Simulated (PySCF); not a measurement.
## Stationary points of BCl2

Method: PBE0/[B def2-TZVP, Cl def2-TZVP], no relativity, density fitting, PySCF.

Relaxations began from a few typed shapes; open shells are unrestricted. The search is not exhaustive: other isomers or separated fragments can lie lower, and high-lying points may rest on an excited occupation.

Task: Order these stationary points by electronic energy, lowest first, in kJ/mol from the lowest minimum.
A. doublet C2v: B–Cl 1.720 Å (×2); Cl–B–Cl 125.5°
B. doublet D∞h: B–Cl 1.681 Å (×2); Cl–B–Cl 180.0°

Result: A (0.0), B (115.5).

Task: Which of them are minima?

Result: By energy in kJ/mol, 0.0: minimum; 115.5: saddle point, 1 imaginary mode.

The electron or spin density has lower symmetry than the nuclear frame for the doublet D∞h at 115.5 kJ/mol.
